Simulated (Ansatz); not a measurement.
A nudged elastic band was laid between two geometries of C2H3OS (7 atoms, charge -1, multiplicity 1).

Level of theory: Ansatz 0.2.0, RKS PBE-D4/6-31G*.

* movable images: 5
* climbing image: from the first iteration
* spring: 5.0 eV/Å²
* optimiser: lbfgs
* start path: IDPP
* force threshold: 0.05 eV/Å
* iteration limit: 60
* end points: relaxed

Image 0:

```xyz
7
Properties=species:S:1:pos:R:3
O -1.000 1.157 0.212
C 0.260 0.595 0.290
C 0.502 -0.671 -0.141
S -0.792 -1.665 -0.827
H -1.501 0.380 -0.204
H 1.005 1.273 0.727
H 1.525 -1.070 -0.056
```

Image 6:

```xyz
7
Properties=species:S:1:pos:R:3
O -1.220 0.885 0.056
C 0.090 0.370 0.164
C 0.448 -0.880 -0.234
S -0.503 -2.160 -0.948
H -1.165 1.791 0.415
H 0.825 1.065 0.603
H 1.525 -1.072 -0.057
```

Which bonds break or form, and what moves?

No bond is made or broken. The dihedral H5–O1–C2–C3 goes from 0 to -180°.

Give the energies along the band, and the barrier.

The run converged. The highest image is number 6 of 0 to 6, 0.75 eV above the first end and 0.00 eV above the last; the last end lies 0.75 eV above the first. The highest image is an end point: on this band no image between the ends rises above it. Limits of this set-up: an anion without diffuse functions.

```json
{"image": "0", "path coordinate (Å)": "0.00", "energy (eV)": "0.00", "dihedral H5–O1–C2–C3 (°)": "0"}
{"image": "1", "path coordinate (Å)": "0.41", "energy (eV)": "0.13", "dihedral H5–O1–C2–C3 (°)": "-18"}
{"image": "2", "path coordinate (Å)": "0.83", "energy (eV)": "0.40", "dihedral H5–O1–C2–C3 (°)": "-48"}
{"image": "3", "path coordinate (Å)": "1.25", "energy (eV)": "0.61", "dihedral H5–O1–C2–C3 (°)": "-84"}
{"image": "4", "path coordinate (Å)": "1.68", "energy (eV)": "0.70", "dihedral H5–O1–C2–C3 (°)": "-121"}
{"image": "5", "path coordinate (Å)": "2.13", "energy (eV)": "0.74", "dihedral H5–O1–C2–C3 (°)": "-158"}
{"image": "6", "path coordinate (Å)": "2.39", "energy (eV)": "0.75", "dihedral H5–O1–C2–C3 (°)": "-180"}
```

The band took 46 iterations and roughly 12 core-minutes.

Run time: 12 min on 1 thread of Intel(R) Xeon(R) Processor @ 2.50GHz (Skylake/Cascade Lake) (shared host), peak memory 0.13 GiB.
